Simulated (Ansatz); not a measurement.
# SiH3 (doublet): the correlation ladder at distance H1–H2 along a hydrogen transfer = 1.092 Å, 6-31G

How much of the correlation energy of SiH3 (doublet) does each wave-function method recover here?

The runs use Ansatz 0.2.0, Gaussian basis; 6-31G, core rule «outside noble gas», up to 5 orbitals frozen.

To be run: UHF; CCSD(T) on ROHF; CCSD(T) on UHF; BCCD(T) on ROHF; CISD; CCSDT(Q) on ROHF; CCSDT(Q) on UHF; CISDTQ; CCSDTQ on ROHF; CCSDTQ on UHF; CASSCF and MRCISD+Q, 3 electrons in 3 orbitals; CASSCF and NEVPT2, 3 electrons in 3 orbitals; CASSCF and MRCISD+Q, 7 electrons in 7 orbitals; CASSCF and NEVPT4(SD), 7 electrons in 7 orbitals; CASSCF and NEVPT2, 7 electrons in 7 orbitals; Full CI.

8 further runs of the same task are left out: 1 for a mislabelled method, 6 that didn't finish, 1 set aside as unsound or not needed.

## (1) The system

The geometry derives from fragments relaxed apart (PBE0/def2-TZVP) and kept rigid, so it is no stationary point. A hydrogen atom is moved between rigid fragments.

4 atoms, charge 0, spin multiplicity 2.

Atoms are counted from 1 here; the program's logs count them from 0.

Bond lengths: H2–Si3 1.700 Å, Si3–H4 1.532 Å. Angles: H2–Si3–H4 105.0°.

## (2) UHF

The input, in.yaml:

```yaml
crystal:
  periodic: [false, false, false]
  atoms:
    - {symbol: H, position_ang: [-2.659304, 0.047936, 0.000000]}
    - {symbol: H, position_ang: [-1.567304, 0.047936, 0.000000]}
    - {symbol: Si, position_ang: [0.132696, 0.047936, 0.000000]}
    - {symbol: H, position_ang: [0.529130, -1.431577, 0.000000]}
basis:
  gaussian: {orbitals: 6-31G}
magnetization: {spin_polarized: true, initial_magnetization: 1}
hamiltonian: {xc: hf}
output: {orbitals: {seedname: orbitals}}
```

On the command line:

```sh
$ ansatz run in.yaml --threads 1 --pin off --events-out ev --progress --plain --max-ram 2393MiB
```

After this run come: CCSD(T) on ROHF; CCSD(T) on UHF; BCCD(T) on ROHF; CISD; CCSDT(Q) on ROHF; CCSDT(Q) on UHF; CISDTQ; CCSDTQ on ROHF; CCSDTQ on UHF; CASSCF and MRCISD+Q, 3 electrons in 3 orbitals; CASSCF and NEVPT2, 3 electrons in 3 orbitals; CASSCF and MRCISD+Q, 7 electrons in 7 orbitals; CASSCF and NEVPT4(SD), 7 electrons in 7 orbitals; CASSCF and NEVPT2, 7 electrons in 7 orbitals; Full CI.

Before running them: what should the planned runs give, taken together? Wanted: FCI below the RHF energy; RMP2 from FCI; UMP2 from FCI; RCCSD from FCI; RCCSD(T) from FCI; UCCSD(T) from FCI; RCCSDT(Q) from FCI; UCCSDT(Q) from FCI; NEVPT2 pair from FCI.

**Answer**, as computed:

| quantity | value |
| --- | --- |
| FCI below the RHF energy | -2.4713 eV |
| RMP2 from FCI | +875.1 meV |
| UMP2 from FCI | +1095.1 meV |
| RCCSD from FCI | +54.8 meV |
| RCCSD(T) from FCI | +20.5 meV |
| UCCSD(T) from FCI | +32.5 meV |
| RCCSDT(Q) from FCI | +0.7 meV |
| UCCSDT(Q) from FCI | +0.4 meV |
| NEVPT2 pair from FCI | +589.0 meV |
| MRCISD+Q pair from FCI | -15.7 meV |
| NEVPT2 valence from FCI | +176.0 meV |
| levels within 1 kcal/mol (43 meV) | RCCSD(T), UCCSD(T), BCCD(T), RCCSDT, UCCSDT, CISDTQ, RCCSDT(Q), UCCSDT(Q), RCCSDTQ, UCCSDTQ, MRCISD+Q pair, NEVPT4(SD) valence, MRCISD valence, MRCISD+Q valence |
| T1 diagnostic | 0.033 |
| effectively unpaired electrons | 1.18 |

What this shows: RCCSD(T) misses by +20.5 meV, 0.8 % of the correlation energy. MRCISD+Q pair falls below full CI: the +Q correction isn't variational, and the cores differ from full CI's. One determinant dominates. Of the multireference levels listed MRCISD+Q valence comes nearest in total energy (+9.8 meV), which doesn't show that its space is the better one. Coupled cluster took another determinant than the lowest Hartree-Fock one. These misses are within one basis, not against nature; the frozen cores of restricted and unrestricted runs differ, which can shift their rows.
